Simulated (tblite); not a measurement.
**singlet AlH2O−: GFN2-xTB (GB ε = 8.93, born kernel p16, coupling 0.02 1/fs, Langevin dynamics, md temperature 200 K)**

We compute a short trajectory of singlet AlH2O−. The job is set up through an ASE script.

Program for the calculation: tblite 0.8.0.

4 further runs of the same task are left out: 1 for a known fault of the program, 1 that didn't finish, 2 set aside as unsound or not needed.

## Step 1: The system as given

The species is AlH2O− (4 atoms), meant as a singlet with charge -1. As SMILES of the parent species, `[OH][AlH]`. Geometry: a rough force-field guess. That shape belongs to the parent species and isn't relaxed for this state. The run starts from this shape.

Bond lengths: O1–Al2 1.867 Å, O1–H3 0.943 Å, Al2–H4 1.554 Å. Angles: O1–Al2–H4 123.5°, Al2–O1–H3 104.0°.

## Step 2: Molecular dynamics at GFN2-xTB (GB ε = 8.93, born kernel p16, coupling 0.02 1/fs, Langevin dynamics, md temperature 200 K)

Contents of run.py:

```python
import json
import numpy as np
from ase import Atoms
from ase.units import Bohr
from tblite.ase import TBLite
from ase.units import kJ, mol as mol_
from ase.units import Debye
from ase import units
from ase.md.velocitydistribution import MaxwellBoltzmannDistribution, Stationary, ZeroRotation
from ase.md.langevin import Langevin

mol = Atoms(["O", "Al", "H", "H"], positions=Bohr * np.array([
    [0.038928, -1.473042, 1.662203],
    [0.636271, 1.519907, -0.107714],
    [0.613027, -2.748607, 0.558414],
    [-1.183158, 2.587980, -2.151075],
]))
start = mol.get_positions()

mol.calc = TBLite(
    method="GFN2-xTB",
    charge=-1,
    multiplicity=1,
    solvation=("gb", 8.93, "p16"),
    verbosity=0,
)
MaxwellBoltzmannDistribution(mol, temperature_K=200, rng=np.random.default_rng(625))
Stationary(mol)
ZeroRotation(mol)
dyn = Langevin(mol, timestep=0.5 * units.fs, temperature_K=200, friction=0.02 / units.fs, fixcm=False, rng=np.random.default_rng(625), trajectory="md.traj", logfile="-", loginterval=10)
dyn.run(400)
print(f"Energy: {mol.get_potential_energy() / (kJ / mol_):.6f} kJ/mol")
print(f"Dipole: {np.linalg.norm(mol.get_dipole_moment()) / Debye:.4f} D")
print("Charges:", np.round(mol.get_charges(), 4))
print("Final positions (angstrom):")
for a in mol:
    print(f"{a.symbol:<2} {a.x:12.6f} {a.y:12.6f} {a.z:12.6f}")
json.dump(dict(energy=mol.get_potential_energy(), forces=mol.get_forces().tolist(), dipole=mol.get_dipole_moment().tolist(), charges=mol.get_charges().tolist(),
               symbols=mol.get_chemical_symbols(), start=start.tolist(), final=mol.positions.tolist()), open("results.json", "w"))
```

The run is started by

```bash
$ python run.py
```

**Question.** What will come out? Wanted: potential energy of the last frame.

Answer, from the run:

Level: GFN2-xTB (GB ε = 8.93, born kernel p16, coupling 0.02 1/fs, Langevin dynamics, md temperature 200 K).

```
                          quantity        value
potential energy of the last frame  -6.45414 Eh
```

What this shows: Mulliken charges run from -1.00 on H4 to +0.30 on H3. The run spans only 200 fs, so it is not equilibrated: the temperature averages 273 K over its second half, against 75 K at the start.
